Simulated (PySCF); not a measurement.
# Towards the basis-set limit for PH+

What constants does extrapolated CCSD(T) give for PH+, and what does each step add?

The runs use PySCF 2.14.0; CCSD(T) on ROHF, no relativity in the base curves; scalar relativity is added as a correction.

2 further runs of the same task are left out: 2 set aside as unsound or not needed.

## 1. Set-up

* molecule: PH+
* state: doublet, unpaired electrons π ↑
* smaller basis: P aug-cc-pV(T+d)Z, H aug-cc-pVTZ
* larger basis: P aug-cc-pV(Q+d)Z, H aug-cc-pVQZ
* frozen core orbitals: 5
* extrapolation: correlation as n⁻³ (n = 3, 4), Hartree–Fock as (n+1)·exp(−9√n)
* corrections: core–valence correlation, scalar relativity
* distances (Å): 1.2685, 1.3261, 1.3838, 1.4414, 1.4991, 1.5712, 1.6433
* masses (u): 30.9738, 1.0078
* dissociation limit: P+ + H

Command:

```
$ OMP_NUM_THREADS=4 python comp.py task.json out
```

## 2. Coupled cluster at each distance

What does the calculation give? Wanted: for each run, Re; ωe; ωexe; αe; De.

**Answer**, as computed:

```
                   level  Re (Å)  ωe (cm⁻¹)  ωexe (cm⁻¹)  αe (cm⁻¹)  De (eV)
CCSD(T)/aug-cc-pVTZ(-PP)  1.4272     2379.0         41.7      0.239    3.438
CCSD(T)/aug-cc-pVQZ(-PP)  1.4260     2388.4         41.8      0.239    3.494
                  HF/CBS  1.4111     2530.2         34.6      0.209    2.500
                 MP2/CBS  1.4179     2462.9         37.3      0.221    3.379
                CCSD/CBS  1.4236     2409.8         40.6      0.234    3.508
             CCSD(T)/CBS  1.4258     2392.8         41.5      0.238    3.533
          CCSD(T)/CBS+CV  1.4241     2393.4         41.6      0.239    3.534
       CCSD(T)/CBS+CV+SR  1.4241     2390.4         41.5      0.239    3.527
```

The last step gives Re = 1.4241 Å, ωe = 2390.4 cm⁻¹ and De = 3.527 eV; the smaller basis alone is off from it by +3.1 mÅ and -0.09 eV. Near the minimum the mean field binds by 2.49 eV and correlation adds 1.04 eV of binding. T1 is 0.022. Spin–orbit coupling and excitations beyond (T) are left out.
